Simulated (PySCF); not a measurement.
## Worked example: correlation energy of GaH, singlet

Geometry: that of the GaH⁻, doublet, kept fixed.

```xyz
2

Ga    0.0000    0.0000    0.0000
H     0.0000    0.0000    1.7244
```

Basis aug-cc-pVTZ; PySCF 2.14.0. Correlated methods freeze the noble-gas cores and the filled d shells of p-block atoms, which leaves 4 electrons in 68 orbitals. Prefix R: restricted or restricted open-shell reference. No spin–orbit coupling is included, and no scalar relativity.

Full CI isn't at hand for all of this; RCCSDT(Q) serves as the reference, and is uncertain by the last step of the cluster series or more.

RCCSD has a T1 diagnostic of 0.012 and a largest doubles amplitude of 0.05.

```tsv
level	total energy (hartree)
RHF	-1923.837187
RMP2	-1923.897787
RCCSD	-1923.916273
RCCSD(T)	-1923.917627
RCCSDT	-1923.917956
RCCSDT(Q)	-1923.918002
```

Task: What is the correlation energy at RCCSDT(Q), and what share of it do RMP2 and RCCSD(T) recover?

Result: E(corr) = -1923.918002 − (-1923.837187) = -0.080815 hartree = -2.199 eV. RMP2: -0.060600 / -0.080815 = 74.99 %. RCCSD(T): -0.080440 / -0.080815 = 99.54 %.

Task: By how many kcal/mol does RCCSD(T) miss RCCSDT(Q) (1 hartree = 627.509 kcal/mol), and which steps make up the rest?

Result: -1923.917627 − (-1923.918002) = 0.000375 hartree = 0.24 kcal/mol. Steps: RCCSDT − RCCSD(T) = -0.21, RCCSDT(Q) − RCCSDT = -0.03 kcal/mol. That is within 1 kcal/mol of the reference in this basis, which itself misses far more of the correlation at the basis-set limit.
